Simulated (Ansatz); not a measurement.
Input file:

```yaml
crystal:
  periodic: [false, false, false]
  atoms:
    - {symbol: C, position_ang: [0.000000, 0.000000, 0.863376]}
    - {symbol: Li, position_ang: [0.000000, 0.000000, -2.038327]}
    - {symbol: H, position_ang: [0.000000, 1.331763, 1.874259]}
    - {symbol: H, position_ang: [0.000000, -1.331763, 1.874259]}
basis:
  gaussian: {orbitals: 6-31G}
magnetization: {spin_polarized: true, initial_magnetization: 1}
correlation: {method: ccsdt_q_b, electrons: outside_noble_gas}
```

```sh
$ ansatz run in.yaml --threads 1 --pin off --events-out ev --progress --plain --max-ram 2393MiB
```

Roughly how long does this take on 1 thread of Arm Neoverse V2, shared host, and how much host memory?

3.3 s wall and 0.17 GiB.

```
496 factors; integrals over basis functions are off by at most 2.4e-7 eV
mean field evaluation 1: about -1255.7642 eV, gradient 7.1e0 eV
mean field evaluation 2: about -1255.7661 eV, gradient 7.1e0 eV
mean field evaluation 4: about -1256.3658 eV, gradient 1.4e0 eV
mean field evaluation 8: about -1256.5415 eV, gradient 7.9e-1 eV
mean field evaluation 16: about -1256.7213 eV, gradient 1.8e-6 eV
mean field evaluation 32: about -1255.6550 eV, gradient 8.8e-4 eV
mean field evaluation 64: about -1255.6543 eV, gradient 1.8e-1 eV
mean field evaluation 96: about -1254.8943 eV, gradient 4.0e-2 eV
mean field evaluation 128: about -1255.0248 eV, gradient 1.9e0 eV
mean field evaluation 160: about -1254.3851 eV, gradient 1.3e-2 eV
...
cycle  23  -3.40040943 eV  change   -1.3e-6 eV  update   8.8e-6
cycle  24  -3.40041376 eV  change   -4.3e-6 eV  update   6.2e-6
cycle  25  -3.40041427 eV  change   -5.1e-7 eV  update   4.0e-6
cycle  26  -3.40041386 eV  change    4.1e-7 eV  update   3.1e-6
cycle  27  -3.40041513 eV  change   -1.3e-6 eV  update   2.1e-6
cycle  28  -3.40041648 eV  change   -1.3e-6 eV  update   1.3e-6
cycle  29  -3.40041742 eV  change   -9.4e-7 eV  update   8.0e-7
cycle  30  -3.40041821 eV  change   -7.9e-7 eV  update   6.4e-7
cycle  31  -3.40041863 eV  change   -4.2e-7 eV  update   4.2e-7
cycle  32  -3.40041883 eV  change   -2.0e-7 eV  update   2.4e-7
perturbative correction -0.01316552 eV, -0.0004838241 hartree
Total energy: -1260.13492432 eV, -46.3091043187 hartree
```
